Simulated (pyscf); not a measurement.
# Four-centre exchange: `[CuH]` + `[FH]` → `[F][Cu]` + `[H][H]`

Gas phase, singlet surface, charge 0. Bonds broken: Cu1–H2, F3–H4. Bonds formed: Cu1–F3, H2–H4. PySCF, gas phase, ωB97X-D3(BJ)/def2-SVP geometries.

Transition state (Å):

```xyz
4

Cu     0.5798     1.6395    -0.0896
H      0.0542     0.4217    -1.2692
F      0.4180    -0.1020     0.8570
H      0.1549    -0.0085    -0.4071
```

One imaginary mode, 865i cm⁻¹; descent along it reached the two sides named, in the forms told below.

```json
[
 {"bond": "Cu1–H2", "change": "breaks", "reactant side (Å)": "1.521", "saddle": "1.775", "product side": "3.4"},
 {"bond": "F3–H4", "change": "breaks", "reactant side (Å)": "0.946", "saddle": "1.294", "product side": "2.105"},
 {"bond": "Cu1–F3", "change": "forms", "reactant side (Å)": "2.507", "saddle": "1.989", "product side": "1.769"},
 {"bond": "H2–H4", "change": "forms", "reactant side (Å)": "1.739", "saddle": "0.969", "product side": "0.766"}
]
```

Electronic energies relative to the separated reactants (kcal/mol):

```csv
level,barrier,reaction energy,reverse barrier
ωB97X-D3(BJ)/def2-TZVP,6.5,-4.6,11.2
PBE/def2-TZVP,9.5,+0.6,8.9
r²SCAN/def2-TZVP,7.6,-2.0,9.6
B3LYP-D3(BJ)/def2-TZVP,10.3,-1.4,11.7
PBE0-D3(BJ)/def2-TZVP,8.4,0.0,8.4
M06-2X/def2-TZVP,4.0,-6.5,10.5
ωB97M-D3(BJ)/def2-TZVP,9.0,-1.8,10.7
HF/def2-TZVP,11.3,-7.8,19.0
```

With ωB97M-D3(BJ)/def2-TZVP energies and thermal terms (ideal gas, 1 atm, RRHO with modes under 100 cm⁻¹ raised to 100, one conformer, R ln 2 for chiral ones without a mode under 150 cm⁻¹), in kcal/mol:

| T (K) | ΔH‡ | ΔG‡ | ΔH | ΔG |
|---|---|---|---|---|
| 298 | 7.4 | 15.4 | -3.0 | -2.1 |
| 600 | 6.7 | 23.9 | -2.7 | -1.3 |
| 900 | 6.6 | 32.6 | -2.4 | -0.7 |
| 1200 | 6.8 | 41.2 | -2.2 | -0.2 |

On the reactant side the descent ends in a complex, 6.4 kcal/mol under the separated species and 12.9 kcal/mol under the saddle at ωB97X-D3(BJ)/def2-TZVP. The reactants may also form a dative adduct at CuH; it and routes through it were not searched. The products may also form a dative adduct at F–Cu; it and routes through it were not searched. At the saddle there is also a short Cu–H contact that neither side keeps. This is the saddle that the search found; another between the same sides may lie lower.
